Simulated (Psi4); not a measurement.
# C2HFN+ (SMILES Fc1[cH+]n1): TPSS/def2-TZVP (sweep point 3)

What is the vertical electron affinity of C2HFN+ at TPSS/def2-TZVP (sweep point 3)? 

Program for the calculation: Psi4 1.11.

### Step 1. Starting point

The species is C2HFN+ (5 atoms), meant as a singlet with charge +1. As SMILES, `Fc1[cH+]n1`. The coordinates come from a GFN2-xTB relaxation.

Bond lengths: F1–C2 1.237 Å, C2–C3 1.374 Å, C2–N4 1.339 Å, C3–N4 1.333 Å, C3–H5 1.083 Å. Angles: F1–C2–C3 154.3°, F1–C2–N4 146.9°, C3–C2–N4 58.8°, C2–C3–N4 59.3°, C2–N4–C3 61.9°, C2–C3–H5 155.9°, N4–C3–H5 144.8°.

### Step 2. The energy at TPSS/def2-TZVP (sweep point 3)

The input, job.dat:

```
memory 1600 mb

molecule geom {
  1 1
  F      0.28262744    -2.92259373     1.95543190
  C     -0.09562014    -1.16136898     0.46577970
  C      0.18009090     1.27237150    -0.39812750
  N     -1.24113432    -0.38550413    -1.65201748
  H      0.87403613     3.19709535    -0.37106662
  units au
  symmetry c1
}

set {
  basis def2-TZVP
  puream true
  scf_type pk
  dft_radial_points 99
  dft_spherical_points 590
}

energy('tpss')
```

The run is started by

```sh
$ psi4 job.dat job.out -n 1
```

job.out:

```text
[...]
  Running in c1 symmetry.
[...]
  Nuclear repulsion =  102.200524204000004
[...]
  Multiplicity = 1
[...]
  Nalpha       = 14
  Nbeta        = 14
[...]
    Number of basis functions: 130
[...]
   @RKS iter   1:  -230.96967468393785    3.14874e-01   4.07988e-03 ADIIS/DIIS
[...]
   @RKS iter   9:  -231.08883988267067   -9.80199e-09   1.75936e-07 DIIS
[...]
    Orbital Energies [Eh]
    ---------------------
    Doubly Occupied:
       1A    -24.781395     2A    -14.474335     3A    -10.464130
       4A    -10.394926     5A     -1.529994     6A     -1.307213
       7A     -0.894596     8A     -0.882296     9A     -0.800902
      10A     -0.779684    11A     -0.745950    12A     -0.679905
      13A     -0.673678    14A     -0.557307
[...]
  @RKS Final Energy:  -231.08883988267067
   => Energetics <=
    Nuclear Repulsion Energy =            102.2005242040000041
    One-Electron Energy =                -509.2863278276566916
    Two-Electron Energy =                 204.2556873018369856
    DFT Exchange-Correlation Energy =     -28.2587235608509388
    Empirical Dispersion Energy =           0.0000000000000000
    VV10 Nonlocal Energy =                  0.0000000000000000
    Total Energy =                       -231.0888398826706691
[...]
 Multipole Moments:
 ------------------------------------------------------------------------------------
     Multipole            Electronic (a.u.)      Nuclear  (a.u.)        Total (a.u.)
 ------------------------------------------------------------------------------------
 L = 1.  Multiply by 2.5417464519 to convert [e a0] to [Debye]
 Dipole X            :          0.1438186            0.2936069            0.4374255
 Dipole Y            :         -1.7840352            3.0410754            1.2570401
 Dipole Z            :          1.1504848           -1.1565381           -0.0060533
 Magnitude           :                                                    1.3309874
[...]
```

Wall time 67 s (1 thread of Intel Xeon Platinum 8175M at 2.50GHz (Skylake/Cascade Lake), shared host); peak memory 0.89 GiB.

### Step 3. Doublet neutral C2HFN, same level

The input, job.dat:

```
memory 1.6 GB

molecule {
  0 2
  F      0.28262744    -2.92259373     1.95543190
  C     -0.09562014    -1.16136898     0.46577970
  C      0.18009090     1.27237150    -0.39812750
  N     -1.24113432    -0.38550413    -1.65201748
  H      0.87403613     3.19709535    -0.37106662
  units au
  symmetry c1
}

set reference uks
set puream true
set scf_type pk
set dft_radial_points 99
set dft_spherical_points 590
set maxiter 150

result, w = energy("tpss/def2-TZVP", return_wfn=True)
```

The run is started by

```sh
$ psi4 job.dat job.out -n 1
```

job.out:

```text
[...]
  Running in c1 symmetry.
[...]
  Nuclear repulsion =  102.200524204000004
[...]
  Multiplicity = 2
[...]
  Nalpha       = 15
  Nbeta        = 14
[...]
    Number of basis functions: 130
[...]
   @UKS iter   1:  -230.99098520807331    2.93563e-01   6.67304e-03 DIIS/ADIIS
[...]
   @UKS iter  12:  -231.34071473990832   -4.06429e-08   3.25629e-07 DIIS
[...]
   @S^2 Observed:                7.658647639E-01
[...]
    Orbital Energies [Eh]
    ---------------------
    Alpha Occupied:
       1A    -24.521204     2A    -14.114342     3A    -10.154472
       4A    -10.039933     5A     -1.275065     6A     -0.978403
       7A     -0.638870     8A     -0.582089     9A     -0.516546
      10A     -0.508977    11A     -0.465470    12A     -0.386650
      13A     -0.379447    14A     -0.255466    15A     -0.112880
    Alpha Virtual:
      16A     -0.063991    17A      0.016447    18A      0.054221
      19A      0.099894    20A      0.144402    21A      0.170508
      22A      0.176992    23A      0.188391    24A      0.238788
      25A      0.249626    26A      0.289504    27A      0.318580
[...]
  @UKS Final Energy:  -231.34071473990832
   => Energetics <=
    Nuclear Repulsion Energy =            102.2005242040000041
    One-Electron Energy =                -517.8462936056457693
    Two-Electron Energy =                 212.9298839507823686
    DFT Exchange-Correlation Energy =     -28.6248292890448965
    Empirical Dispersion Energy =           0.0000000000000000
    VV10 Nonlocal Energy =                  0.0000000000000000
    Total Energy =                       -231.3407147399083215
[...]
 Multipole Moments:
 ------------------------------------------------------------------------------------
     Multipole            Electronic (a.u.)      Nuclear  (a.u.)        Total (a.u.)
 ------------------------------------------------------------------------------------
 L = 1.  Multiply by 2.5417464519 to convert [e a0] to [Debye]
 Dipole X            :          0.1768550            0.2936069            0.4704619
 Dipole Y            :         -2.9341248            3.0410754            0.1069506
 Dipole Z            :          1.8030283           -1.1565381            0.6464902
 Magnitude           :                                                    0.8066736
[...]
```

Run time: 2.1 min. Hardware: 1 thread of Intel Xeon Platinum 8175M at 2.50GHz (Skylake/Cascade Lake), shared host; peak memory 0.89 GiB.

### Step 4. What came out

At TPSS/def2-TZVP (sweep point 3):

```
                                                 quantity          value
                             singlet C2HFN+: total energy  -231.08884 Eh
                              singlet C2HFN+: HOMO energy      -15.17 eV
                              singlet C2HFN+: LUMO energy      -10.66 eV
                            singlet C2HFN+: HOMO–LUMO gap        4.51 eV
                      doublet neutral C2HFN: total energy  -231.34071 Eh
                     doublet neutral C2HFN: dipole moment         2.05 D
doublet neutral C2HFN: HOMO energy (highest over α and β)       -3.07 eV
 doublet neutral C2HFN: LUMO energy (lowest over α and β)       -1.74 eV
                              doublet neutral C2HFN: ⟨S²⟩          0.766
      vertical electron affinity (to the doublet neutral)       6.854 eV
```

What this shows: At fixed nuclei the extra electron is bound by 6.85 eV (158 kcal/mol).
